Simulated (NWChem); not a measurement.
# Correlation energy of Al (-1)

```xyz
1

Al     0.0000     0.0000     0.0000
```
Charge -1, spin multiplicity 3.

The numbers come from NWChem runs, not from measurements.

Basis set: def2-TZVPD. Each correlation energy counts from its own Hartree-Fock reference.

The correlated methods keep 5 core orbitals frozen. The stability of the SCF solutions was not checked. Open-shell Hartree-Fock references start from PBE0 orbitals. Coupled-cluster values serve here as a point of comparison, not as the truth.

**Question.** One of these methods gave a correlation energy of -47.0 mHa. Which?
(A) UMP2
(B) CCSDT on ROHF
(C) CCSD on ROHF
(D) CCSD on UHF

**Answer.** A, UMP2. The others give -66.9 (CCSD on ROHF), -70.6 (CCSDT on ROHF), -63.3 (CCSD on UHF).
